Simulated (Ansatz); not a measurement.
Molecular dynamics of BH₂

The input (input.yaml):

```yaml
crystal:
  periodic: [false, false, false]
  atoms:
    - { symbol: B, position_ang: [0.267391, -0.17106, 0.130659] }
    - { symbol: H, position_ang: [0.286047, 1.004898, 0.266424] }
    - { symbol: H, position_ang: [-0.541474, -0.822599, -0.389232] }
magnetization:
  spin_polarized: true
  initial_magnetization: 1
basis:
  gaussian: { orbitals: def2-SVP }
hamiltonian:
  xc: b3lyp
  dispersion: d4
md:
  timestep: 0.5
  n_steps: 100
  ensemble: nvt_nose_hoover
  temperature: 300.0
  initial_velocities: maxwell_boltzmann
  seed: 987608
```

Launched with:

```bash
$ ansatz run input.yaml --threads 1 --pin off --max-ram 2048MiB --backend cpu --events-out ev --progress --plain --runs-dir out
```

It goes on from the last frame of an earlier run, with new velocities.

Output, in part (step lines, the closing report, with atoms numbered from 0):

```
md step     0: t =     0.00 fs  T =   300.0 K  F+E_penalty+E_count = -705.16204097 eV  E_kin = 0.038778 eV  conserved = -705.12326297 eV  (28 SCF iters)
md step     1: t =     0.50 fs  T =   282.5 K  F+E_penalty+E_count = -705.15969279 eV  E_kin = 0.036511 eV  conserved = -705.12318193 eV  (23 SCF iters)
md step     2: t =     1.00 fs  T =   264.0 K  F+E_penalty+E_count = -705.15722486 eV  E_kin = 0.034119 eV  conserved = -705.12310648 eV  (22 SCF iters)
md step     3: t =     1.50 fs  T =   252.6 K  F+E_penalty+E_count = -705.15572986 eV  E_kin = 0.032656 eV  conserved = -705.12307391 eV  (22 SCF iters)
md step     4: t =     2.00 fs  T =   252.0 K  F+E_penalty+E_count = -705.15566004 eV  E_kin = 0.032567 eV  conserved = -705.12309360 eV  (22 SCF iters)
md step     5: t =     2.50 fs  T =   259.4 K  F+E_penalty+E_count = -705.15667725 eV  E_kin = 0.033533 eV  conserved = -705.12314654 eV  (22 SCF iters)
md step     6: t =     3.00 fs  T =   268.7 K  F+E_penalty+E_count = -705.15792597 eV  E_kin = 0.034728 eV  conserved = -705.12320079 eV  (22 SCF iters)
md step     7: t =     3.50 fs  T =   273.0 K  F+E_penalty+E_count = -705.15850860 eV  E_kin = 0.035282 eV  conserved = -705.12323033 eV  (22 SCF iters)
[... lines left out ...]
md step    97: t =    48.50 fs  T =   509.6 K  F+E_penalty+E_count = -705.18818844 eV  E_kin = 0.065868 eV  conserved = -705.12363479 eV  (24 SCF iters)
md step    98: t =    49.00 fs  T =   478.2 K  F+E_penalty+E_count = -705.18406083 eV  E_kin = 0.061811 eV  conserved = -705.12361776 eV  (23 SCF iters)
md step    99: t =    49.50 fs  T =   393.0 K  F+E_penalty+E_count = -705.17283985 eV  E_kin = 0.050793 eV  conserved = -705.12346061 eV  (23 SCF iters)
md step   100: t =    50.00 fs  T =   274.3 K  F+E_penalty+E_count = -705.15720115 eV  E_kin = 0.035462 eV  conserved = -705.12318761 eV  (29 SCF iters)
Total energy: -705.15737093 eV, -25.9140554089 hartree
Atom 0 at     0.265863    -0.172634     0.129640 Å, force     0.895272     0.846444     0.588788 eV/Å
Atom 1 at     0.295366     1.023587     0.273606 Å, force     0.017563    -0.074010     0.001889 eV/Å
Atom 2 at    -0.534405    -0.824407    -0.385489 Å, force    -0.912835    -0.772434    -0.590677 eV/Å
Dipole moment:    -0.088810     0.044971    -0.044660 e Å
```

The steps, from the saved trajectory:

```
time (fs)  T (K)  potential energy less start (eV)  conserved less start (meV/atom)
      0.0    300                             0.000                             0.00
      1.5    253                             0.006                             0.06
      3.0    269                             0.004                             0.02
      4.5    254                             0.006                             0.02
      6.0    194                             0.014                             0.06
      7.5    181                             0.016                             0.06
      9.0    228                             0.009                             0.05
     10.5    310                            -0.001                             0.00
     12.0    288                             0.002                            -0.01
     13.5    185                             0.015                             0.11
     15.0    278                             0.003                             0.03
     16.5    384                            -0.011                            -0.05
     18.0    272                             0.004                             0.03
     19.5    131                             0.022                             0.10
     21.0    171                             0.017                             0.09
     22.5    344                            -0.006                            -0.02
     24.0    348                            -0.006                            -0.07
     25.5    107                             0.026                             0.13
     27.0    140                             0.021                             0.11
     28.5    412                            -0.014                            -0.09
     30.0    376                            -0.009                            -0.03
     31.5    135                             0.022                             0.12
     33.0     98                             0.027                             0.14
     34.5    337                            -0.004                             0.02
     36.0    478                            -0.023                            -0.12
     37.5    212                             0.012                             0.05
     39.0     31                             0.036                             0.21
     40.5    312                            -0.001                            -0.04
     42.0    443                            -0.018                            -0.09
     43.5    197                             0.015                             0.08
     45.0     19                             0.038                             0.17
     46.5    196                             0.015                             0.09
     48.0    483                            -0.023                            -0.09
     49.5    393                            -0.011                            -0.07
```

All steps were run. The conserved energy stayed within 0.21 meV per atom of its start (net change 0.025 meV per atom), so the integration is sound. The mean temperature of the second half is 14 % below the set value. A run of 0.05 ps of so small a system gives no equilibrium averages.

The same pairs are bonded in the first frame and the last. Pairs count as bonded within 1.25 times the sum of covalent radii (0.12 Å more for H–H).

Last frame:

```xyz
3
Properties=species:S:1:pos:R:3
B 0.266 -0.173 0.130
H 0.295 1.024 0.274
H -0.534 -0.824 -0.386
```

The run took 35 s on 1 thread of Arm Neoverse V1, with other jobs on the host, peak memory 0.15 GiB.
